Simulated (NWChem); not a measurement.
# HS (SMILES [SH]) at U-r2SCAN-L/DGauss-DZVP (density fitting with weigend coulomb fitting), part 2 of 2

NWChem 7.3.0. The steps go on from the part before.

### 3 The singlet anion at the same level

nw.nw reads:

```
start nw
title "HS"
memory 2200 mb
charge -1
geometry units bohr noautosym nocenter noautoz
  S    1.07338334  -0.35086545   0.55197010
  H   -1.07338334   0.35086545  -0.55197010
end
basis spherical
  * library "dzvp (dft orbital)"
end
basis "cd basis" spherical
  * library "weigend coulomb fitting"
end
dft
  xc r2scanl
  mult 1
  grid fine
  iterations 150
end
task dft gradient
```

Command:

```bash
$ nwchem nw.nw > nw.out
```

Standard output:

```text
Northwest Computational Chemistry Package (NWChem) 7.3.0
             --------------------------------------------------------

           Job information
           ---------------

    nwchem branch   = 7.3.0
    use scalapack   = T
    input           = nw.nw
    prefix          = nw.
    data base       = ./nw.db
    status          = startup
    nproc           =        1

           Memory information
           ------------------

    heap     =     72089596 doubles =      550.0 Mbytes
    stack    =     72089601 doubles =      550.0 Mbytes
    global   =    144179200 doubles =     1100.0 Mbytes (distinct from heap & stack)
    total    =    288358397 doubles =     2200.0 Mbytes
    verify   = yes
    hardfail = no

           Directory information
           ---------------------

  0 permanent = .
  0 scratch   = .

                                NWChem Input Module
                                -------------------

                                        HS
                                        --

                             Geometry "geometry" -> ""
                             -------------------------

 Output coordinates in a.u. (scale by  1.000000000 to convert to a.u.)

  No.       Tag          Charge          X              Y              Z
 ---- ---------------- ---------- -------------- -------------- --------------
    1 S                   16.0000     1.07338334    -0.35086545     0.55197010
    2 H                    1.0000    -1.07338334     0.35086545    -0.55197010

      Atomic Mass
      -----------

      S                 31.972070
      H                  1.007825

 Effective nuclear repulsion energy (a.u.)       6.3646005724

            Nuclear Dipole moment (a.u.)
            ----------------------------
        X                 Y               Z
 ---------------- ---------------- ----------------
    16.1007501000    -5.2629817500     8.2795515000

            XYZ format geometry
            -------------------
     2
 geometry
 S                     0.56801004    -0.18567001     0.29209002
 H                    -0.56801004     0.18567001    -0.29209002

 ==============================================================================
                                internuclear distances
 ------------------------------------------------------------------------------
       center one      |      center two      | atomic units |       a.u.
 ------------------------------------------------------------------------------
    2 H                |   1 S                |     2.51390  |     2.51390
 ------------------------------------------------------------------------------
                         number of included internuclear distances:          1
 ==============================================================================

 Summary of "ao basis" -> "" (spherical)
 ------------------------------------------------------------------------------
       Tag                 Description            Shells   Functions and Types
 ---------------- ------------------------------  ------  ---------------------
 *                     dzvp (dft orbital)             on all atoms

 Summary of "cd basis" -> "" (spherical)
 ------------------------------------------------------------------------------
       Tag                 Description            Shells   Functions and Types
 ---------------- ------------------------------  ------  ---------------------
 *                  weigend coulomb fitting           on all atoms

                                 NWChem DFT Module
                                 -----------------

                                        HS

                      Basis "ao basis" -> "ao basis" (spherical)
                      -----
  [basis functions not shown]

 Summary of "ao basis" -> "ao basis" (spherical)
 ------------------------------------------------------------------------------
       Tag                 Description            Shells   Functions and Types
 ---------------- ------------------------------  ------  ---------------------
 S                     dzvp (dft orbital)            8       18   4s3p1d
 H                     dzvp (dft orbital)            2        2   2s

                      Basis "cd basis" -> "cd basis" (spherical)
                      -----
  [basis functions not shown]

 Summary of "cd basis" -> "cd basis" (spherical)
 ------------------------------------------------------------------------------
       Tag                 Description            Shells   Functions and Types
 ---------------- ------------------------------  ------  ---------------------
 S                  weigend coulomb fitting         17       51   8s4p3d1f1g
 H                  weigend coulomb fitting          5       11   3s1p1d

 Summary of "ao basis" -> "ao basis" (spherical)
 ------------------------------------------------------------------------------
       Tag                 Description            Shells   Functions and Types
 ---------------- ------------------------------  ------  ---------------------
 S                     dzvp (dft orbital)            8       18   4s3p1d
 H                     dzvp (dft orbital)            2        2   2s

  Caching 1-el integrals

[... 17 lines left out ...]
          Convergence on energy requested:  1.00D-06
          Convergence on density requested:  1.00D-05
          Convergence on gradient requested:  5.00D-04
[... 18 lines left out ...]
          Spatial weights used:  Erf1
[... 1 line left out ...]
          Convergence Information
[... 1 line left out ...]
          Convergence aids based upon iterative change in
          total energy or number of iterations.
[... 62 lines left out ...]
   convergence    iter        energy       DeltaE   RMS-Dens  Diis-err    time
[... 12 lines left out ...]
         Total DFT energy =     -398.931936993588
      One electron energy =     -568.538713825955
           Coulomb energy =      189.621098703299
    Exchange-Corr. energy =      -26.378922443316
 Nuclear repulsion energy =        6.364600572385
[... 5 lines left out ...]
                       DFT Final Molecular Orbital Analysis
[... 109 lines left out ...]
[... 4 lines of this table left out ...]
              MO Center=  8.8D-03, -2.9D-03,  4.5D-03, r^2= 2.6D+00
   Bfn.  Coefficient  Atom+Function         Bfn.  Coefficient  Atom+Function
  ----- ------------  ---------------      ----- ------------  ---------------
    20     -2.187724  2 H  s                  4      2.089335  1 S  s
     3      1.118306  1 S  s                 11     -1.006175  1 S  px
    19      0.852343  2 H  s                 13     -0.517409  1 S  pz
[... 4 lines of this table left out ...]
              MO Center=  5.8D-01, -1.9D-01,  3.0D-01, r^2= 7.5D-01
   Bfn.  Coefficient  Atom+Function         Bfn.  Coefficient  Atom+Function
  ----- ------------  ---------------      ----- ------------  ---------------
    14      0.677823  1 S  d -2              17     -0.508563  1 S  d  1
    16      0.482074  1 S  d  0              15      0.160957  1 S  d -1
    18      0.151225  1 S  d  2               9      0.027174  1 S  py

 Vector   17  Occ=0.000000D+00  E= 1.009622D+00
              MO Center=  5.8D-01, -1.9D-01,  3.0D-01, r^2= 7.5D-01
   Bfn.  Coefficient  Atom+Function         Bfn.  Coefficient  Atom+Function
  ----- ------------  ---------------      ----- ------------  ---------------
    18      0.599820  1 S  d  2              16     -0.483953  1 S  d  0
    15      0.429639  1 S  d -1              14      0.346405  1 S  d -2
    17      0.317288  1 S  d  1

 Vector   18  Occ=0.000000D+00  E= 1.040891D+00
              MO Center=  5.7D-01, -1.9D-01,  2.9D-01, r^2= 7.5D-01
   Bfn.  Coefficient  Atom+Function         Bfn.  Coefficient  Atom+Function
  ----- ------------  ---------------      ----- ------------  ---------------
    15      0.853962  1 S  d -1              14     -0.439123  1 S  d -2
    16      0.196599  1 S  d  0              17     -0.162404  1 S  d  1
    18     -0.113547  1 S  d  2

 Vector   19  Occ=0.000000D+00  E= 1.040892D+00
              MO Center=  5.7D-01, -1.9D-01,  2.9D-01, r^2= 7.5D-01
   Bfn.  Coefficient  Atom+Function         Bfn.  Coefficient  Atom+Function
  ----- ------------  ---------------      ----- ------------  ---------------
    16      0.670806  1 S  d  0              18      0.534791  1 S  d  2
    17      0.438372  1 S  d  1              14     -0.238392  1 S  d -2
    15     -0.122543  1 S  d -1

 Vector   20  Occ=0.000000D+00  E= 1.360622D+00
              MO Center=  5.7D-02, -1.9D-02,  2.9D-02, r^2= 1.2D+00
   Bfn.  Coefficient  Atom+Function         Bfn.  Coefficient  Atom+Function
  ----- ------------  ---------------      ----- ------------  ---------------
    19      1.082616  2 H  s                 20     -0.655828  2 H  s
    17      0.584401  1 S  d  1              18     -0.507510  1 S  d  2
    14      0.371480  1 S  d -2               8      0.225568  1 S  px
    15      0.191028  1 S  d -1              16      0.189614  1 S  d  0
    10      0.115995  1 S  pz                 9     -0.073733  1 S  py

 center of mass
 --------------
 x =   1.00778079 y =  -0.32942142 z =   0.51823505

 moments of inertia (a.u.)
 ------------------
           1.671801071593           1.471844944157          -2.315458535490
           1.471844944157           5.693421415872           0.756872564289
          -2.315458535490           0.756872564289           4.983847946325

     Multipole analysis of the density
     ---------------------------------

     L   x y z        total         alpha         beta         nuclear
     -   - - -        -----         -----         ----         -------
     0   0 0 0     -1.000000     -9.000000     -9.000000     17.000000

     1   1 0 0     -1.287991     -8.694371     -8.694371     16.100750
[... 8 lines of this table left out ...]
     2   0 0 2    -14.465410     -9.822409     -9.822409      5.179407

            General Information
            -------------------
          SCF calculation type: DFT
          Wavefunction type:  closed shell.
          No. of atoms     :     2
          No. of electrons :    18
           Alpha electrons :     9
            Beta electrons :     9
          Charge           :    -1
          Spin multiplicity:     1
          Use of symmetry is: off; symmetry adaption is: off
          Maximum number of iterations: 150
          AO basis - number of functions:    20
                     number of shells:    10
          A Charge density fitting basis will be used.
          CD basis - number of functions:    62
                     number of shells:    22
          Convergence on energy requested:  1.00D-06
          Convergence on density requested:  1.00D-05
          Convergence on gradient requested:  5.00D-04

              XC Information
              --------------
                    r^2SCAN-L Method XC Functional
             r^2SCAN-L metaGGA Exchange Functional  1.000
                   r^2SCAN-L Correlation Potential  1.000

             Grid Information
             ----------------
          Grid used for XC integration:  fine
          Radial quadrature: Mura-Knowles
          Angular quadrature: Lebedev.
          Tag              B.-S. Rad. Rad. Pts. Rad. Cut. Ang. Pts.
          ---              ---------- --------- --------- ---------
          S                   1.00      123           7.0       770
          H                   0.35       60           7.0       590
          Grid pruning is: on
          Number of quadrature shells:   183
          Spatial weights used:  Erf1

          Convergence Information
          -----------------------
          Convergence aids based upon iterative change in
          total energy or number of iterations.
          Levelshifting, if invoked, occurs when the
          HOMO/LUMO gap drops below (HL_TOL):  1.00D-02
          DIIS, if invoked, will attempt to extrapolate
          using up to (NFOCK): 10 stored Fock matrices.

                    Damping( 0%)  Levelshifting(0.5)       DIIS
                  --------------- ------------------- ---------------
          dE  on:    start            ASAP                start
          dE off:    2 iters        150 iters           150 iters

      Screening Tolerance Information
      -------------------------------
          Density screening/tol_rho:  1.00D-10
          AO Gaussian exp screening on grid/accAOfunc:  14
          CD Gaussian exp screening on grid/accCDfunc:  20
          XC Gaussian exp screening on grid/accXCfunc:  20
          Schwarz screening/accCoul:  1.00D-08

  int_init: cando_txs set to always be  F
  intd_init: cando_txs set to always be  F

                            NWChem DFT Gradient Module
                            --------------------------

                                        HS

  charge          =  -1.00
  wavefunction    = closed shell

                         DFT ENERGY GRADIENTS

    atom               coordinates                        gradient
                 x          y          z           x          y          z
   1 S       1.073383  -0.350865   0.551970   -0.012000   0.003923  -0.006171
   2 H      -1.073383   0.350865  -0.551970    0.012000  -0.003923   0.006171

                 ----------------------------------------
                 |  Time  |  1-e(secs)   |  2-e(secs)   |
                 ----------------------------------------
                 |  CPU   |       0.00   |       0.00   |
                 ----------------------------------------
                 |  WALL  |       0.00   |       0.00   |
                 ----------------------------------------

 Task  times  cpu:        1.0s     wall:        1.0s
 Total times  cpu:        1.1s     wall:        1.1s
```

Run time: 1.6 s. Hardware: 1 thread of AMD EPYC 7B13 (Zen 3), shared host; peak memory 0.11 GiB.

### 4 Outcome

What follows sums up all 2 parts.

At U-r2SCAN-L/DGauss-DZVP (density fitting with weigend coulomb fitting):

| quantity | value |
| --- | --- |
| doublet HS: total energy | -398.85413 Eh |
| doublet HS: dipole moment | 1.08 D |
| doublet HS: HOMO energy (highest over α and β) | -6.10 eV |
| doublet HS: LUMO energy (lowest over α and β) | -6.10 eV |
| doublet HS: ⟨S²⟩ | 0.752 |
| doublet HS: largest force on an atom | 0.233 eV/Å |
| singlet anion: total energy | -398.93194 Eh |
| singlet anion: HOMO energy | 1.75 eV |
| singlet anion: LUMO energy | 7.49 eV |
| singlet anion: HOMO–LUMO gap (to an unbound level, set by the basis) | 5.74 eV |
| singlet anion: largest force on an atom | 0.723 eV/Å |
| vertical electron affinity (to the singlet anion) | 2.117 eV |

At fixed nuclei the extra electron is bound by 2.12 eV (49 kcal/mol). The HOMO (singlet anion) lies at positive energy, 1.75 eV, as semi-local functionals often give for anions; only total energies tell whether the electron is bound.
